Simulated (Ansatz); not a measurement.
# Molecular dynamics of BH$_{5}$O

Input file:

```yaml
crystal:
  periodic: [false, false, false]
  atoms:
    - { symbol: B, position_ang: [-0.299671, 0.325053, -0.311356] }
    - { symbol: O, position_ang: [0.754228, -0.860968, -0.0924] }
    - { symbol: H, position_ang: [-1.048194, 0.084924, -1.217158] }
    - { symbol: H, position_ang: [0.175111, 1.421942, -0.177253] }
    - { symbol: H, position_ang: [-0.176611, -0.574136, 0.740345] }
    - { symbol: H, position_ang: [-0.983685, 0.075724, 0.80955] }
    - { symbol: H, position_ang: [1.578822, -0.472537, 0.248169] }
basis:
  gaussian: { orbitals: def2-TZVP }
hamiltonian:
  xc: pbe
md:
  timestep: 0.5
  n_steps: 200
  ensemble: nve
  temperature: 100.0
  initial_velocities: maxwell_boltzmann
  seed: 10929
```

Run as:

```bash
$ ansatz run input.yaml --threads 2 --pin off --max-ram 3072MiB --backend cpu --events-out ev --progress --plain --runs-dir out
```

It starts at the highest image of a converged band, a first-order saddle point between two minima.

Output, in part (one step line in 3, the closing report, with atoms numbered from 0):

```
md step     0: t =     0.00 fs  T =   100.0 K  F+E_penalty+E_count = -2800.91824247 eV  E_kin = 0.064630 eV  conserved = -2800.85361248 eV  (25 SCF iters)
md step     3: t =     1.50 fs  T =    85.7 K  F+E_penalty+E_count = -2800.90888497 eV  E_kin = 0.055368 eV  conserved = -2800.85351679 eV  (30 SCF iters)
md step     6: t =     3.00 fs  T =    60.0 K  F+E_penalty+E_count = -2800.89219703 eV  E_kin = 0.038806 eV  conserved = -2800.85339104 eV  (31 SCF iters)
md step     9: t =     4.50 fs  T =    47.4 K  F+E_penalty+E_count = -2800.88402573 eV  E_kin = 0.030630 eV  conserved = -2800.85339560 eV  (30 SCF iters)
md step    12: t =     6.00 fs  T =    48.8 K  F+E_penalty+E_count = -2800.88499034 eV  E_kin = 0.031549 eV  conserved = -2800.85344176 eV  (30 SCF iters)
md step    15: t =     7.50 fs  T =    56.3 K  F+E_penalty+E_count = -2800.88979055 eV  E_kin = 0.036367 eV  conserved = -2800.85342322 eV  (30 SCF iters)
md step    18: t =     9.00 fs  T =    73.8 K  F+E_penalty+E_count = -2800.90107781 eV  E_kin = 0.047724 eV  conserved = -2800.85335351 eV  (29 SCF iters)
md step    21: t =    10.50 fs  T =   117.0 K  F+E_penalty+E_count = -2800.92889304 eV  E_kin = 0.075601 eV  conserved = -2800.85329159 eV  (29 SCF iters)
md step    24: t =    12.00 fs  T =   200.0 K  F+E_penalty+E_count = -2800.98253322 eV  E_kin = 0.129240 eV  conserved = -2800.85329349 eV  (29 SCF iters)
md step    27: t =    13.50 fs  T =   325.1 K  F+E_penalty+E_count = -2801.06344687 eV  E_kin = 0.210122 eV  conserved = -2800.85332451 eV  (29 SCF iters)
md step    30: t =    15.00 fs  T =   489.1 K  F+E_penalty+E_count = -2801.16942754 eV  E_kin = 0.316110 eV  conserved = -2800.85331775 eV  (29 SCF iters)
md step    33: t =    16.50 fs  T =   693.6 K  F+E_penalty+E_count = -2801.30166242 eV  E_kin = 0.448303 eV  conserved = -2800.85335911 eV  (28 SCF iters)
md step    36: t =    18.00 fs  T =   930.9 K  F+E_penalty+E_count = -2801.45516265 eV  E_kin = 0.601637 eV  conserved = -2800.85352557 eV  (28 SCF iters)
md step    39: t =    19.50 fs  T =  1173.2 K  F+E_penalty+E_count = -2801.61188916 eV  E_kin = 0.758258 eV  conserved = -2800.85363072 eV  (28 SCF iters)
md step    42: t =    21.00 fs  T =  1403.4 K  F+E_penalty+E_count = -2801.76069084 eV  E_kin = 0.907042 eV  conserved = -2800.85364859 eV  (28 SCF iters)
md step    45: t =    22.50 fs  T =  1614.5 K  F+E_penalty+E_count = -2801.89724026 eV  E_kin = 1.043438 eV  conserved = -2800.85380229 eV  (28 SCF iters)
md step    48: t =    24.00 fs  T =  1780.2 K  F+E_penalty+E_count = -2802.00442674 eV  E_kin = 1.150532 eV  conserved = -2800.85389502 eV  (25 SCF iters)
md step    51: t =    25.50 fs  T =  1882.8 K  F+E_penalty+E_count = -2802.07085745 eV  E_kin = 1.216883 eV  conserved = -2800.85397492 eV  (28 SCF iters)
md step    54: t =    27.00 fs  T =  1913.5 K  F+E_penalty+E_count = -2802.09058388 eV  E_kin = 1.236712 eV  conserved = -2800.85387202 eV  (28 SCF iters)
md step    57: t =    28.50 fs  T =  1901.0 K  F+E_penalty+E_count = -2802.08210277 eV  E_kin = 1.228639 eV  conserved = -2800.85346333 eV  (28 SCF iters)
md step    60: t =    30.00 fs  T =  1920.7 K  F+E_penalty+E_count = -2802.09471152 eV  E_kin = 1.241359 eV  conserved = -2800.85335300 eV  (28 SCF iters)
md step    63: t =    31.50 fs  T =  1999.0 K  F+E_penalty+E_count = -2802.14545636 eV  E_kin = 1.291957 eV  conserved = -2800.85349907 eV  (28 SCF iters)
md step    66: t =    33.00 fs  T =  2106.4 K  F+E_penalty+E_count = -2802.21514121 eV  E_kin = 1.361396 eV  conserved = -2800.85374479 eV  (28 SCF iters)
md step    69: t =    34.50 fs  T =  2188.8 K  F+E_penalty+E_count = -2802.26854125 eV  E_kin = 1.414625 eV  conserved = -2800.85391641 eV  (28 SCF iters)
md step    72: t =    36.00 fs  T =  2207.1 K  F+E_penalty+E_count = -2802.28025218 eV  E_kin = 1.426471 eV  conserved = -2800.85378079 eV  (28 SCF iters)
md step    75: t =    37.50 fs  T =  2176.3 K  F+E_penalty+E_count = -2802.26021697 eV  E_kin = 1.406538 eV  conserved = -2800.85367852 eV  (28 SCF iters)
md step    78: t =    39.00 fs  T =  2118.8 K  F+E_penalty+E_count = -2802.22291493 eV  E_kin = 1.369356 eV  conserved = -2800.85355906 eV  (28 SCF iters)
md step    81: t =    40.50 fs  T =  2062.0 K  F+E_penalty+E_count = -2802.18606825 eV  E_kin = 1.332644 eV  conserved = -2800.85342462 eV  (28 SCF iters)
md step    84: t =    42.00 fs  T =  2032.6 K  F+E_penalty+E_count = -2802.16710758 eV  E_kin = 1.313699 eV  conserved = -2800.85340876 eV  (29 SCF iters)
md step    87: t =    43.50 fs  T =  2035.6 K  F+E_penalty+E_count = -2802.16895600 eV  E_kin = 1.315577 eV  conserved = -2800.85337881 eV  (29 SCF iters)
md step    90: t =    45.00 fs  T =  2069.7 K  F+E_penalty+E_count = -2802.19113604 eV  E_kin = 1.337624 eV  conserved = -2800.85351155 eV  (29 SCF iters)
md step    93: t =    46.50 fs  T =  2111.0 K  F+E_penalty+E_count = -2802.21792813 eV  E_kin = 1.364308 eV  conserved = -2800.85362038 eV  (29 SCF iters)
md step    96: t =    48.00 fs  T =  2140.3 K  F+E_penalty+E_count = -2802.23690811 eV  E_kin = 1.383276 eV  conserved = -2800.85363212 eV  (27 SCF iters)
md step    99: t =    49.50 fs  T =  2153.8 K  F+E_penalty+E_count = -2802.24571627 eV  E_kin = 1.392007 eV  conserved = -2800.85370900 eV  (28 SCF iters)
md step   102: t =    51.00 fs  T =  2140.2 K  F+E_penalty+E_count = -2802.23686969 eV  E_kin = 1.383226 eV  conserved = -2800.85364413 eV  (28 SCF iters)
md step   105: t =    52.50 fs  T =  2109.2 K  F+E_penalty+E_count = -2802.21679475 eV  E_kin = 1.363187 eV  conserved = -2800.85360784 eV  (28 SCF iters)
md step   108: t =    54.00 fs  T =  2072.8 K  F+E_penalty+E_count = -2802.19317141 eV  E_kin = 1.339637 eV  conserved = -2800.85353469 eV  (29 SCF iters)
md step   111: t =    55.50 fs  T =  2054.1 K  F+E_penalty+E_count = -2802.18091108 eV  E_kin = 1.327569 eV  conserved = -2800.85334235 eV  (29 SCF iters)
md step   114: t =    57.00 fs  T =  2087.4 K  F+E_penalty+E_count = -2802.20256171 eV  E_kin = 1.349082 eV  conserved = -2800.85347947 eV  (28 SCF iters)
md step   117: t =    58.50 fs  T =  2147.3 K  F+E_penalty+E_count = -2802.24151510 eV  E_kin = 1.387808 eV  conserved = -2800.85370678 eV  (28 SCF iters)
md step   120: t =    60.00 fs  T =  2184.8 K  F+E_penalty+E_count = -2802.26586935 eV  E_kin = 1.412029 eV  conserved = -2800.85384063 eV  (28 SCF iters)
md step   123: t =    61.50 fs  T =  2169.6 K  F+E_penalty+E_count = -2802.25605704 eV  E_kin = 1.402226 eV  conserved = -2800.85383085 eV  (28 SCF iters)
md step   126: t =    63.00 fs  T =  2109.2 K  F+E_penalty+E_count = -2802.21674085 eV  E_kin = 1.363192 eV  conserved = -2800.85354877 eV  (29 SCF iters)
md step   129: t =    64.50 fs  T =  2056.0 K  F+E_penalty+E_count = -2802.18226244 eV  E_kin = 1.328818 eV  conserved = -2800.85344488 eV  (29 SCF iters)
md step   132: t =    66.00 fs  T =  2032.3 K  F+E_penalty+E_count = -2802.16696517 eV  E_kin = 1.313484 eV  conserved = -2800.85348096 eV  (28 SCF iters)
md step   135: t =    67.50 fs  T =  2031.0 K  F+E_penalty+E_count = -2802.16615133 eV  E_kin = 1.312663 eV  conserved = -2800.85348806 eV  (28 SCF iters)
md step   138: t =    69.00 fs  T =  2049.2 K  F+E_penalty+E_count = -2802.17786515 eV  E_kin = 1.324367 eV  conserved = -2800.85349847 eV  (24 SCF iters)
md step   141: t =    70.50 fs  T =  2089.0 K  F+E_penalty+E_count = -2802.20362981 eV  E_kin = 1.350144 eV  conserved = -2800.85348589 eV  (28 SCF iters)
md step   144: t =    72.00 fs  T =  2149.1 K  F+E_penalty+E_count = -2802.24272337 eV  E_kin = 1.388991 eV  conserved = -2800.85373268 eV  (27 SCF iters)
md step   147: t =    73.50 fs  T =  2182.1 K  F+E_penalty+E_count = -2802.26419970 eV  E_kin = 1.410292 eV  conserved = -2800.85390770 eV  (27 SCF iters)
md step   150: t =    75.00 fs  T =  2153.9 K  F+E_penalty+E_count = -2802.24582006 eV  E_kin = 1.392098 eV  conserved = -2800.85372237 eV  (27 SCF iters)
md step   153: t =    76.50 fs  T =  2096.8 K  F+E_penalty+E_count = -2802.20866420 eV  E_kin = 1.355141 eV  conserved = -2800.85352325 eV  (28 SCF iters)
md step   156: t =    78.00 fs  T =  2058.0 K  F+E_penalty+E_count = -2802.18348003 eV  E_kin = 1.330097 eV  conserved = -2800.85338302 eV  (25 SCF iters)
md step   159: t =    79.50 fs  T =  2065.6 K  F+E_penalty+E_count = -2802.18855124 eV  E_kin = 1.334989 eV  conserved = -2800.85356196 eV  (27 SCF iters)
md step   162: t =    81.00 fs  T =  2088.1 K  F+E_penalty+E_count = -2802.20323167 eV  E_kin = 1.349518 eV  conserved = -2800.85371329 eV  (27 SCF iters)
md step   165: t =    82.50 fs  T =  2100.2 K  F+E_penalty+E_count = -2802.21083074 eV  E_kin = 1.357360 eV  conserved = -2800.85347105 eV  (27 SCF iters)
md step   168: t =    84.00 fs  T =  2136.0 K  F+E_penalty+E_count = -2802.23406883 eV  E_kin = 1.380480 eV  conserved = -2800.85358898 eV  (27 SCF iters)
md step   171: t =    85.50 fs  T =  2174.6 K  F+E_penalty+E_count = -2802.25936780 eV  E_kin = 1.405450 eV  conserved = -2800.85391735 eV  (27 SCF iters)
md step   174: t =    87.00 fs  T =  2156.4 K  F+E_penalty+E_count = -2802.24758892 eV  E_kin = 1.393666 eV  conserved = -2800.85392339 eV  (28 SCF iters)
md step   177: t =    88.50 fs  T =  2078.0 K  F+E_penalty+E_count = -2802.19660914 eV  E_kin = 1.343005 eV  conserved = -2800.85360396 eV  (29 SCF iters)
md step   180: t =    90.00 fs  T =  2002.3 K  F+E_penalty+E_count = -2802.14729619 eV  E_kin = 1.294080 eV  conserved = -2800.85321596 eV  (28 SCF iters)
md step   183: t =    91.50 fs  T =  2000.0 K  F+E_penalty+E_count = -2802.14588605 eV  E_kin = 1.292571 eV  conserved = -2800.85331524 eV  (29 SCF iters)
md step   186: t =    93.00 fs  T =  2056.6 K  F+E_penalty+E_count = -2802.18280755 eV  E_kin = 1.329165 eV  conserved = -2800.85364283 eV  (29 SCF iters)
md step   189: t =    94.50 fs  T =  2112.2 K  F+E_penalty+E_count = -2802.21888387 eV  E_kin = 1.365133 eV  conserved = -2800.85375131 eV  (29 SCF iters)
md step   192: t =    96.00 fs  T =  2147.4 K  F+E_penalty+E_count = -2802.24140854 eV  E_kin = 1.387840 eV  conserved = -2800.85356863 eV  (25 SCF iters)
md step   195: t =    97.50 fs  T =  2190.5 K  F+E_penalty+E_count = -2802.26933195 eV  E_kin = 1.415748 eV  conserved = -2800.85358431 eV  (28 SCF iters)
md step   198: t =    99.00 fs  T =  2229.0 K  F+E_penalty+E_count = -2802.29465016 eV  E_kin = 1.440592 eV  conserved = -2800.85405788 eV  (28 SCF iters)
md step   200: t =   100.00 fs  T =  2209.7 K  F+E_penalty+E_count = -2802.28225699 eV  E_kin = 1.428130 eV  conserved = -2800.85412745 eV  (26 SCF iters)
Total energy: -2802.28231190 eV, -102.9819755073 hartree
Atom 0 at     0.201151     0.053987    -0.635186 Å, force    -0.461198     0.364910     0.670553 eV/Å
Atom 1 at     1.187102    -0.873022    -0.547600 Å, force     0.014791     0.074941    -0.288308 eV/Å
Atom 2 at    -0.792338    -0.184005    -1.257863 Å, force     0.065244    -0.281336    -0.304618 eV/Å
Atom 3 at     0.203213     1.088137     0.014245 Å, force     0.363752    -0.148755    -0.186333 eV/Å
Atom 4 at    -6.875964     1.898552     5.940534 Å, force    -0.067704    -0.112217     0.109513 eV/Å
Atom 5 at    -7.175875     1.401677     6.426034 Å, force     0.067705     0.112215    -0.109521 eV/Å
Atom 6 at     1.944895    -0.570142    -0.021538 Å, force     0.017411    -0.009758     0.108715 eV/Å
Dipole moment:     0.273766     0.103533     0.166381 e Å
```

All steps were run. The conserved energy stayed within 0.076 meV per atom of its start (net change -0.074 meV per atom), so the integration is sound. The system heated up, since it started high on the potential surface and ran downhill. A run of 0.1 ps of so small a system gives no equilibrium averages. The orbitals stay closed-shell, which can raise the energy where a bond breaks towards radicals; this wasn't checked here.

The step under study would form B1–H6, O2–H5 and break B1–O2, H5–H6. These pairs go: B1–H6 1.34 → 10.30 Å, O2–H5 1.28 → 10.71 Å, B1–O2 1.60 → 1.36 Å, H5–H6 1.04 → 0.76 Å. In the last frame they stand as before the step (other bonds may differ from the relaxed reactants and products). Also parted: B1–H5 1.39 → 9.84 Å. It ends as BH3O + H2. Pairs count as bonded within 1.25 times the sum of covalent radii (0.12 Å more for H–H).

Last frame:

```xyz
7
Properties=species:S:1:pos:R:3
B 0.201 0.054 -0.635
O 1.187 -0.873 -0.548
H -0.792 -0.184 -1.258
H 0.203 1.088 0.014
H -6.876 1.899 5.941
H -7.176 1.402 6.426
H 1.945 -0.570 -0.021
```

Run time: 97 s on 2 threads of AMD EPYC 7R43 64-Core Processor (Zen 3) (shared host), peak memory 0.13 GiB.
